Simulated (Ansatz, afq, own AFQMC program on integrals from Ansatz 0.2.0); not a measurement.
**Atomization energy of CH$_{3}$N, singlet**

```xyz
5

C    -0.0342   -0.3828    0.0369
N     0.6306    0.6593   -0.2285
H    -1.0973   -0.4032    0.3450
H     0.4576   -1.3670   -0.0355
H     0.0434    1.4937   -0.1179
```

Connectivity, by distances: CH2–NH.

Atoms in their ground-state spins without spin–orbit coupling (mostly on UHF) minus the molecule (RHF), without zero-point energy. The geometry is a stationary point, not shown to be a minimum.

Basis def2-TZVP. Only valence electrons are correlated. Ansatz 0.2.0 and our own AFQMC program on the same integrals; the CISD trial comes from CCSD amplitudes, and released means the phaseless constraint is let go. ± is one standard error of the sampling. The errors of all members are added in quadrature.

No full CI on the walks' own integrals is used here; CCSDT(Q) serves as the reference and is uncertain by about the last step of the cluster series. Each member takes its own surest rung, up to full CI.

The best estimate is CCSD(T) at the basis-set limit (CBS: def2-TZVPP and def2-QZVPP, with their diffuse functions for anions and beside diffuse sets, CCSD(T) itself extrapolated) plus the step from CCSD(T) to CCSDT(Q) in def2-TZVP. Rows without CBS are in def2-TZVP; B2PLYP and the wave-function rows carry a basis error of their own. Core correlation and relativity beyond core potentials are missing, and ± holds the sampling alone.

Cautions: CH₃N (singlet): the released energies move by 1.5 errors or more from one time to the next, so no released level is given (meV from the phaseless value at times in 1/Eh: -6 ± 5 at 0.24, -7 ± 4 at 0.51, -8 ± 5 at 0.99, 3 ± 6 at 1.62, -15 ± 6 at 2.40), though the last usable value meets CCSDT(Q) within the noise.

Best estimate: 18.994 eV.

```json
{"level": "HF", "atomization energy (eV)": "12.914", "error against the best estimate (eV)": "-6.080"}
{"level": "MP2", "atomization energy (eV)": "18.383", "error against the best estimate (eV)": "-0.611"}
{"level": "CCSD", "atomization energy (eV)": "17.900", "error against the best estimate (eV)": "-1.094"}
{"level": "CCSD(T)", "atomization energy (eV)": "18.221", "error against the best estimate (eV)": "-0.774"}
{"level": "CCSDT", "atomization energy (eV)": "18.206", "error against the best estimate (eV)": "-0.789"}
{"level": "CCSDT(Q)", "atomization energy (eV)": "18.230", "error against the best estimate (eV)": "-0.764"}
{"level": "ph-AFQMC/CISD", "atomization energy (eV)": "18.228 ± 0.006", "error against the best estimate (eV)": "-0.766 ± 0.006"}
{"level": "HF/CBS", "atomization energy (eV)": "12.994", "error against the best estimate (eV)": "-6.000"}
{"level": "MP2/CBS", "atomization energy (eV)": "19.198", "error against the best estimate (eV)": "0.203"}
{"level": "CCSD(T)/CBS", "atomization energy (eV)": "18.985", "error against the best estimate (eV)": "-0.009"}
{"level": "PBE", "atomization energy (eV)": "19.552", "error against the best estimate (eV)": "0.558"}
{"level": "r2SCAN", "atomization energy (eV)": "18.853", "error against the best estimate (eV)": "-0.141"}
{"level": "PBE0", "atomization energy (eV)": "18.981", "error against the best estimate (eV)": "-0.013"}
{"level": "B3LYP", "atomization energy (eV)": "19.091", "error against the best estimate (eV)": "0.096"}
{"level": "wB97M-V", "atomization energy (eV)": "19.062", "error against the best estimate (eV)": "0.068"}
{"level": "B2PLYP", "atomization energy (eV)": "18.830", "error against the best estimate (eV)": "-0.165"}
```

Correlation beyond CCSD(T) adds 0.009 eV. Going to the basis-set limit adds 0.765 eV at CCSD(T). The perturbative (T) step is worth +0.320 eV. The functionals spread over 0.723 eV; PBE0 comes nearest and PBE is 0.558 eV too high.

Best estimates are given only where the step beyond CCSD(T) is under 0.3 eV and no member's determinant is very poor (T1 over 0.05, or 0.07 for open shells, ⟨S²⟩ too high by 0.3, two states mixed), so the hardest cases are missing from such tables.

The functionals ran in a triple-zeta set and keep a basis error of their own, a few kJ/mol for each bond in atomization energies and more for double hybrids, so close places among them and the extrapolated levels can swap.

CCSDT and higher add their correlation energy to the determinant of the CCSD(T) run, since their own runs factorise the integrals more tightly (a shift of under 2 meV). Each member of a difference takes its own highest rung, so a best estimate needn't equal the limit plus the step of one row.
